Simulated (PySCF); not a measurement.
PySCF input (M06-2X/6-31G* (5d)):

```python
from pyscf import gto, dft

mol = gto.M(
    atom='''
    Cl   -0.00000000   -0.00000000   -0.50551697
    O     0.00000000    0.00000000    1.07422357
    ''',
    basis='6-31g*',
    charge=0,
    spin=1,
    symmetry='C2v',
    verbose=4,
)

mf = dft.UKS(mol, xc='m062x')
mf.grids.level = 4
mf.conv_tol = 1e-9
mf.max_cycle = 100
mf.max_memory = 1500
mf.kernel()
if not mf.converged:
    mf = mf.newton()
    mf.kernel(mf.make_rdm1())
mf.dip_moment()
```

Output:

```
PySCF version 2.14.0

[INPUT] verbose = 4
[INPUT] num. atoms = 2
[INPUT] num. electrons = 25
[INPUT] charge = 0
[INPUT] spin (= nelec alpha-beta = 2S) = 1
[INPUT] symmetry C2v subgroup None
[INPUT] Mole.unit = angstrom
[INPUT] Symbol           X                Y                Z      unit          X                Y                Z       unit  Magmom
[INPUT]  1 Cl     0.000000000000   0.000000000000  -0.505516970000 AA    0.000000000000   0.000000000000  -0.955288624620 Bohr   0.0
[INPUT]  2 O      0.000000000000   0.000000000000   1.074223570000 AA    0.000000000000   0.000000000000   2.029988343853 Bohr   0.0

nuclear repulsion = 45.5569119503131
point group symmetry = Coov, use subgroup C2v
symmetry origin: [0.00000000e+00 0.00000000e+00 5.29123326e-09]
symmetry axis x: [1. 0. 0.]
symmetry axis y: [0. 1. 0.]
symmetry axis z: [0. 0. 1.]
num. orbitals of irrep A1 = 16
num. orbitals of irrep A2 = 2
num. orbitals of irrep B1 = 7
num. orbitals of irrep B2 = 7
number of shells = 14
number of NR pGTOs = 78
number of NR cGTOs = 32
basis = 6-31g*
ecp = {}

******** <class 'pyscf.dft.uks_symm.SymAdaptedUKS'> ********
method = SymAdaptedUKS
initial guess = minao
damping factor = 0
level_shift factor = 0
DIIS = <class 'pyscf.scf.diis.CDIIS'>
diis_start_cycle = 1
diis_space = 8
diis_damp = 0
SCF conv_tol = 1e-09
SCF conv_tol_grad = None
SCF max_cycles = 100
direct_scf = True
direct_scf_tol = 1e-13
number electrons alpha = 13  beta = 12
XC library pyscf.dft.libxc version 7.1.2
    S. Lehtola, C. Steigemann, M. J. T. Oliveira, and M. A. L. Marques,  SoftwareX 7, 1–5 (2018)
XC functionals = m062x
    Y. Zhao and D. G. Truhlar,  Theor. Chem. Acc. 120, 215 (2008)
    Y. Zhao and D. G. Truhlar,  Theor. Chem. Acc. 120, 215 (2008)
radial grids:
    Treutler-Ahlrichs [JCP 102, 346 (1995); DOI:10.1063/1.469408] (M4) radial grids

becke partition: Becke, JCP 88, 2547 (1988); DOI:10.1063/1.454033
pruning grids: <function nwchem_prune>
grids dens level: 4
symmetrized grids: C2v
atomic radii adjust function: <function treutler_atomic_radii_adjust>
small_rho_cutoff = 0
Freeze 0 electrons in irreps []
    25 free electrons in irreps A1 A2 B1 B2
Set gradient conv threshold to 3.16228e-05
tot grids = 56952
init E= -535.344272246294
alpha HOMO (B1) = -0.305986749099481  LUMO (A1) = -0.0633268280774728
beta  HOMO (B1) = -0.305986749099481  LUMO (B1) = -0.305986749099481

WARN: HOMO -0.305986749099481 >= LUMO -0.305986749099481

WARN: alpha-B1 HOMO -0.305986749099481 > system LUMO -0.305986749099481

WARN: alpha-B2 HOMO -0.305986749099481 > system LUMO -0.305986749099481

WARN: beta-B1 HOMO -0.305986749099481 > system LUMO -0.305986749099481

WARN: beta-B2 LUMO -0.305986749099481 < system HOMO -0.305986749099481

cycle= 1 E= -535.160205463421  delta_E= 0.184  |g|= 0.323  |ddm|=  1.3
alpha HOMO (B1) = -0.287480810983647  LUMO (A1) = 0.0226477369459679
beta  HOMO (B1) = -0.272218632532583  LUMO (B2) = -0.0858507834587878
  HOMO = -0.272218632533  LUMO = -0.0858507834588  gap/eV = 5.07133
cycle= 2 E= -535.112715135264  delta_E= 0.0475  |g|= 0.492  |ddm|= 0.63
alpha HOMO (B1) = -0.359440161393288  LUMO (A1) = 0.0101182322525086
beta  HOMO (B1) = -0.342652289806781  LUMO (B2) = -0.134272523011676
  HOMO = -0.342652289807  LUMO = -0.134272523012  gap/eV = 5.67030
cycle= 3 E= -535.216496764172  delta_E= -0.104  |g|= 0.0357  |ddm|= 0.379
alpha HOMO (B1) = -0.353628162716225  LUMO (A1) = 0.0207447107846739
beta  HOMO (B1) = -0.334920844657614  LUMO (B2) = -0.115287292100708
  HOMO = -0.334920844658  LUMO = -0.115287292101  gap/eV = 5.97653
cycle= 4 E= -535.217837653371  delta_E= -0.00134  |g|= 0.0263  |ddm|= 0.0553
alpha HOMO (B1) = -0.359392162684093  LUMO (A1) = 0.0169043748382931
beta  HOMO (B1) = -0.339759432329036  LUMO (B2) = -0.114563629560429
  HOMO = -0.339759432329  LUMO = -0.11456362956  gap/eV = 6.12789
cycle= 5 E= -535.218560476056  delta_E= -0.000723  |g|= 0.00932  |ddm|= 0.0396
alpha HOMO (B1) = -0.359465529554944  LUMO (A1) = 0.0167280100346763
beta  HOMO (B1) = -0.33945601727194  LUMO (B2) = -0.111147661601231
  HOMO = -0.339456017272  LUMO = -0.111147661601  gap/eV = 6.21259
cycle= 6 E= -535.218808433372  delta_E= -0.000248  |g|= 0.00229  |ddm|= 0.0356
alpha HOMO (B1) = -0.360100352554429  LUMO (A1) = 0.0160050745861331
beta  HOMO (B1) = -0.340185080088018  LUMO (B2) = -0.11078253925428
  HOMO = -0.340185080088  LUMO = -0.110782539254  gap/eV = 6.24236
cycle= 7 E= -535.218828139007  delta_E= -1.97e-05  |g|= 0.000452  |ddm|= 0.0118
alpha HOMO (B1) = -0.359975729099391  LUMO (A1) = 0.0161333337573013
beta  HOMO (B1) = -0.340158072096196  LUMO (B2) = -0.110582683153715
  HOMO = -0.340158072096  LUMO = -0.110582683154  gap/eV = 6.24706
cycle= 8 E= -535.218828471156  delta_E= -3.32e-07  |g|= 9.47e-05  |ddm|= 0.0014
alpha HOMO (B1) = -0.359998642527526  LUMO (A1) = 0.0160997689261113
beta  HOMO (B1) = -0.340200727974286  LUMO (B2) = -0.110588582279487
  HOMO = -0.340200727974  LUMO = -0.110588582279  gap/eV = 6.24806
cycle= 9 E= -535.218828483129  delta_E= -1.2e-08  |g|= 2.54e-05  |ddm|= 0.00023
alpha HOMO (B1) = -0.359994167919269  LUMO (A1) = 0.0161021093200771
beta  HOMO (B1) = -0.340203614140373  LUMO (B2) = -0.110583826109943
  HOMO = -0.34020361414  LUMO = -0.11058382611  gap/eV = 6.24827
cycle= 10 E= -535.218828483985  delta_E= -8.55e-10  |g|= 3.54e-06  |ddm|= 7.16e-05
alpha HOMO (B1) = -0.359993169929681  LUMO (A1) = 0.0161022639876518
beta  HOMO (B1) = -0.340203282641943  LUMO (B2) = -0.110583184701191
  HOMO = -0.340203282642  LUMO = -0.110583184701  gap/eV = 6.24828
Extra cycle  E= -535.218828483994  delta_E= -9.09e-12  |g|= 3.4e-06  |ddm|= 6.63e-06
converged SCF energy = -535.218828483994  <S^2> = 0.75382044  2S+1 = 2.0038168
Dipole moment(X, Y, Z, Debye):  0.00000,  0.00000, -1.32315
```
